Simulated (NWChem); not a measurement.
Species: chlorine (Cl2); SMILES ClCl

Program: NWChem. Pople sets run with spherical d functions. Each level has its own optimisation. Entropies are gas-phase, rigid-rotor, harmonic values for NWChem's default masses at 298.15 K and 1 bar, so the errors hold that model's part too (torsions, anharmonicity).

Measured entropy at 1 bar: 53.3 cal/(mol K) (CRC Handbook, as tabulated in the package chemicals).

```csv
level,entropy at 1 bar (cal/(mol K)),computed − measured
Hartree-Fock/STO-3G,53.1,-0.2
Hartree-Fock/3-21G,53.7,+0.4
Hartree-Fock/6-31G*,53.1,-0.2
B3LYP/6-31G*,53.4,+0.1
"LDA (Slater exchange, VWN5)/def2-SVP",53.3,0.0
PBE/def2-SVP,53.5,+0.2
BLYP/def2-SVP,53.6,+0.3
PBE0/def2-SVP,53.3,0.0
```
